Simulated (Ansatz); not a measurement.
## Molecular dynamics of C₂H₉Al

Input file:

```yaml
crystal:
  periodic: [false, false, false]
  atoms:
    - { symbol: Al, position_ang: [-0.133109, -0.121758, 0.219705] }
    - { symbol: C, position_ang: [0.037341, -0.176207, 2.367029] }
    - { symbol: H, position_ang: [-0.910248, -0.418558, 2.86468] }
    - { symbol: H, position_ang: [0.825878, -0.746897, 2.875376] }
    - { symbol: C, position_ang: [0.337247, 1.326181, 2.552936] }
    - { symbol: H, position_ang: [0.384572, 1.58322, 3.619241] }
    - { symbol: H, position_ang: [1.296686, 1.608764, 2.10662] }
    - { symbol: H, position_ang: [-0.441126, 1.958554, 2.107608] }
    - { symbol: H, position_ang: [1.266572, 0.226592, -0.433064] }
    - { symbol: H, position_ang: [-1.597039, 0.357875, -0.144625] }
    - { symbol: H, position_ang: [-0.169969, -1.853415, 0.467001] }
    - { symbol: H, position_ang: [-0.053905, -1.298052, 1.37319] }
basis:
  gaussian: { orbitals: "6-31G*" }
hamiltonian:
  xc: pbe0
md:
  timestep: 0.5
  n_steps: 200
  ensemble: nve
  temperature: 100.0
  initial_velocities: maxwell_boltzmann
  seed: 4732
```

Launched with:

```bash
$ ansatz run input.yaml --threads 1 --pin off --max-ram 2048MiB --backend cpu --events-out ev --progress --plain --runs-dir out
```

It starts at the highest image of a converged band. Of that band: A vibrational analysis at the climbing image gives 2 clearly imaginary modes (1346i, 67i cm⁻¹): a point of higher order, so a lower path passes nearby.

Output, in part (one step line in 7, the closing report, with atoms numbered from 0):

```
md step     0: t =     0.00 fs  T =   100.0 K  F+E_penalty+E_count = -8808.83058795 eV  E_kin = 0.129260 eV  conserved = -8808.70132795 eV  (23 SCF iters)
md step     7: t =     3.50 fs  T =    49.6 K  F+E_penalty+E_count = -8808.76498063 eV  E_kin = 0.064143 eV  conserved = -8808.70083766 eV  (21 SCF iters)
md step    14: t =     7.00 fs  T =    38.1 K  F+E_penalty+E_count = -8808.75008995 eV  E_kin = 0.049207 eV  conserved = -8808.70088264 eV  (21 SCF iters)
md step    21: t =    10.50 fs  T =    65.2 K  F+E_penalty+E_count = -8808.78542542 eV  E_kin = 0.084230 eV  conserved = -8808.70119562 eV  (24 SCF iters)
md step    28: t =    14.00 fs  T =    57.3 K  F+E_penalty+E_count = -8808.77477496 eV  E_kin = 0.074006 eV  conserved = -8808.70076866 eV  (22 SCF iters)
md step    35: t =    17.50 fs  T =   134.9 K  F+E_penalty+E_count = -8808.87503606 eV  E_kin = 0.174329 eV  conserved = -8808.70070667 eV  (24 SCF iters)
md step    42: t =    21.00 fs  T =   340.5 K  F+E_penalty+E_count = -8809.14239880 eV  E_kin = 0.440186 eV  conserved = -8808.70221269 eV  (24 SCF iters)
md step    49: t =    24.50 fs  T =   502.0 K  F+E_penalty+E_count = -8809.34989350 eV  E_kin = 0.648892 eV  conserved = -8808.70100126 eV  (23 SCF iters)
md step    56: t =    28.00 fs  T =   762.1 K  F+E_penalty+E_count = -8809.68613086 eV  E_kin = 0.985100 eV  conserved = -8808.70103130 eV  (24 SCF iters)
md step    63: t =    31.50 fs  T =  1020.6 K  F+E_penalty+E_count = -8810.02160054 eV  E_kin = 1.319240 eV  conserved = -8808.70236049 eV  (23 SCF iters)
md step    70: t =    35.00 fs  T =   990.0 K  F+E_penalty+E_count = -8809.97997588 eV  E_kin = 1.279730 eV  conserved = -8808.70024560 eV  (21 SCF iters)
md step    77: t =    38.50 fs  T =   992.9 K  F+E_penalty+E_count = -8809.98511824 eV  E_kin = 1.283388 eV  conserved = -8808.70172981 eV  (23 SCF iters)
md step    84: t =    42.00 fs  T =   942.5 K  F+E_penalty+E_count = -8809.91925885 eV  E_kin = 1.218230 eV  conserved = -8808.70102875 eV  (24 SCF iters)
md step    91: t =    45.50 fs  T =   957.8 K  F+E_penalty+E_count = -8809.93939660 eV  E_kin = 1.238094 eV  conserved = -8808.70130260 eV  (21 SCF iters)
md step    98: t =    49.00 fs  T =  1046.3 K  F+E_penalty+E_count = -8810.05532705 eV  E_kin = 1.352488 eV  conserved = -8808.70283912 eV  (23 SCF iters)
md step   105: t =    52.50 fs  T =   952.8 K  F+E_penalty+E_count = -8809.93230368 eV  E_kin = 1.231534 eV  conserved = -8808.70076993 eV  (22 SCF iters)
md step   112: t =    56.00 fs  T =   971.6 K  F+E_penalty+E_count = -8809.95854221 eV  E_kin = 1.255909 eV  conserved = -8808.70263302 eV  (24 SCF iters)
md step   119: t =    59.50 fs  T =   923.9 K  F+E_penalty+E_count = -8809.89683291 eV  E_kin = 1.194286 eV  conserved = -8808.70254682 eV  (24 SCF iters)
md step   126: t =    63.00 fs  T =   832.5 K  F+E_penalty+E_count = -8809.77673656 eV  E_kin = 1.076154 eV  conserved = -8808.70058252 eV  (23 SCF iters)
md step   133: t =    66.50 fs  T =   926.5 K  F+E_penalty+E_count = -8809.90040101 eV  E_kin = 1.197651 eV  conserved = -8808.70274982 eV  (23 SCF iters)
md step   140: t =    70.00 fs  T =   968.2 K  F+E_penalty+E_count = -8809.95378612 eV  E_kin = 1.251522 eV  conserved = -8808.70226456 eV  (24 SCF iters)
md step   147: t =    73.50 fs  T =   975.8 K  F+E_penalty+E_count = -8809.96206923 eV  E_kin = 1.261311 eV  conserved = -8808.70075800 eV  (23 SCF iters)
md step   154: t =    77.00 fs  T =  1097.8 K  F+E_penalty+E_count = -8810.12197458 eV  E_kin = 1.419009 eV  conserved = -8808.70296542 eV  (24 SCF iters)
md step   161: t =    80.50 fs  T =   985.8 K  F+E_penalty+E_count = -8809.97571176 eV  E_kin = 1.274231 eV  conserved = -8808.70148057 eV  (23 SCF iters)
md step   168: t =    84.00 fs  T =   907.6 K  F+E_penalty+E_count = -8809.87391949 eV  E_kin = 1.173101 eV  conserved = -8808.70081833 eV  (23 SCF iters)
md step   175: t =    87.50 fs  T =   980.6 K  F+E_penalty+E_count = -8809.96995705 eV  E_kin = 1.267541 eV  conserved = -8808.70241608 eV  (24 SCF iters)
md step   182: t =    91.00 fs  T =   939.6 K  F+E_penalty+E_count = -8809.91493452 eV  E_kin = 1.214582 eV  conserved = -8808.70035272 eV  (21 SCF iters)
md step   189: t =    94.50 fs  T =  1097.0 K  F+E_penalty+E_count = -8810.11943967 eV  E_kin = 1.417924 eV  conserved = -8808.70151605 eV  (25 SCF iters)
md step   196: t =    98.00 fs  T =  1179.7 K  F+E_penalty+E_count = -8810.22683157 eV  E_kin = 1.524842 eV  conserved = -8808.70198992 eV  (25 SCF iters)
md step   200: t =   100.00 fs  T =  1151.7 K  F+E_penalty+E_count = -8810.19114805 eV  E_kin = 1.488692 eV  conserved = -8808.70245641 eV  (23 SCF iters)
Total energy: -8810.19118229 eV, -323.7685541870 hartree
Atom 0 at    -0.310164    -0.261915    -0.887928 Å, force    -0.108138    -0.576005    -0.534328 eV/Å
Atom 1 at     0.199456     0.095690     4.011481 Å, force    -0.821659     0.730589     1.390283 eV/Å
Atom 2 at    -0.784267    -0.336010     3.824128 Å, force    -0.161315    -0.010262    -0.067923 eV/Å
Atom 3 at     0.245822     0.349851     5.099559 Å, force    -0.282426     0.303360    -0.686207 eV/Å
Atom 4 at     0.518765     1.245171     3.087167 Å, force    -0.197514     0.263863    -0.381446 eV/Å
Atom 5 at    -0.271384     2.021817     3.099615 Å, force     0.410395    -0.169637     0.207932 eV/Å
Atom 6 at     1.491117     1.692588     3.345203 Å, force    -0.248961     0.067455    -0.171704 eV/Å
Atom 7 at     0.557222     0.894769     2.040269 Å, force     0.174853     0.078014     0.253582 eV/Å
Atom 8 at     0.988803     0.590718    -0.736914 Å, force     0.268237     0.364131     0.258760 eV/Å
Atom 9 at    -1.338194    -0.707665     0.213320 Å, force    -0.121351     0.145824     0.389054 eV/Å
Atom 10 at    -0.546612    -0.926387    -2.314212 Å, force    -0.045102     0.056847    -0.130553 eV/Å
Atom 11 at     0.903589    -0.684502     3.953031 Å, force     1.132981    -1.254180    -0.527450 eV/Å
Dipole moment:    -0.001045     0.075363     0.069154 e Å
```

The run went to its last step. The conserved energy stayed within 0.15 meV per atom of its start (net change -0.094 meV per atom), so the integration is sound. The kinetic energy rose, since the run started high on the potential surface and went downhill. It ends in pieces (AlH3 + C2H6), so much of that is their flight and rotation, not heat. A run of 0.1 ps of so small a system gives no equilibrium averages. The orbitals stay closed-shell, which can raise the energy where a bond breaks towards radicals; this wasn't checked here.

Between its relaxed ends the band would form Al1–H11, C2–H12 and break Al1–C2, H11–H12. These pairs go: Al1–H11 1.75 → 1.59 Å, C2–H12 1.50 → 1.05 Å, Al1–C2 2.15 → 4.94 Å, H11–H12 1.07 → 6.44 Å. In the last frame they stand as after the step (other bonds may differ from the relaxed reactants and products). Also parted: Al1–H12 1.65 → 5.01 Å. It ends as AlH3 + C2H6. Pairs count as bonded within 1.25 times the sum of covalent radii (0.12 Å more for H–H).

Last frame:

```xyz
12
Properties=species:S:1:pos:R:3
Al -0.310 -0.262 -0.888
C 0.200 0.096 4.011
H -0.784 -0.336 3.824
H 0.246 0.350 5.100
C 0.519 1.245 3.087
H -0.271 2.022 3.100
H 1.491 1.693 3.345
H 0.557 0.895 2.040
H 0.989 0.591 -0.737
H -1.338 -0.708 0.213
H -0.547 -0.926 -2.314
H 0.904 -0.684 3.953
```

The run took 9.6 min on 1 thread of Arm Neoverse V1 (shared host), peak memory 0.12 GiB.
